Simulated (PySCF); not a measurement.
Below is a simulated gas-phase Si 2p photoelectron spectrum of disilane, `[SiH3][SiH3]`.

Every computed line was given a Gaussian of 0.7 eV full width at half maximum and an area set by the number of equivalent atoms (split 2:1 within a doublet); the highest printed point is 100. The calculation used delta-SCF UKS SCAN, pcX-2 on the ionised atom, pcseg-1 elsewhere, spin-free X2C in PySCF.

binding energy (eV), intensity and a bar:
```
    105.6          0 
    105.7          1 
    105.8          3 #
    105.9          6 ##
    106.0         12 ####
    106.1         23 #######
    106.2         39 ############
    106.3         57 #################
    106.4         77 #######################
    106.5         92 ############################
    106.6        100 ##############################
    106.7        100 ##############################
    106.8         93 ############################
    106.9         83 #########################
    107.0         74 ######################
    107.1         66 ####################
    107.2         59 ##################
    107.3         52 ###############
    107.4         42 #############
    107.5         32 #########
    107.6         21 ######
    107.7         13 ####
    107.8          7 ##
    107.9          4 #
    108.0          2 
    108.1          1 
    108.2          0
```

**Question.** Count the maxima, the lines and the sites behind this envelope.

**Answer.** The curve has 1 maximum (at 106.6 eV). Under it lie 2 lines from 1 inequivalent silicon site, drawn as a 2p3/2, 2p1/2 pair. At this width some lines have no maximum of their own.

**Question.** Decompose the envelope and assign each component. Numbering: `[SiH3:1][SiH3:2]`.

**Answer.** 
```json
{"position (eV)": "106.60", "relative area": "1.33", "line": "Si 2p3/2", "atoms": "Si1/Si2", "environment": "SiH3 silicon"}
{"position (eV)": "107.22", "relative area": "0.67", "line": "Si 2p1/2", "atoms": "Si1/Si2", "environment": "SiH3 silicon"}
```

**Question.** What are the centre and the root-mean-square width of the whole band?

**Answer.** The area-weighted mean of the lines is 106.81 eV. Their own spread about it is 0.29 eV (rms) and each Gaussian has σ = 0.7/2.355 = 0.30 eV; the variances add, which gives 0.42 eV.

The curve has no shake-up lines and no vibrational structure. The first atom of each set that the bonding makes equivalent was ionised and stands for the set. For 2p shells one spin-free hole was relaxed; a mean-field spin–orbit operator and the ground-state splitting of the three 2p orbitals were then diagonalised within the shell. The shell's mean is (2 × 2p3/2 + 2p1/2)/3, and the degeneracies 2j + 1 give areas of 2:1. 2p1/2 minus 2p3/2 (ligand field included): Si 0.62 eV. Isolated species at its GFN2-xTB geometry, gas phase.
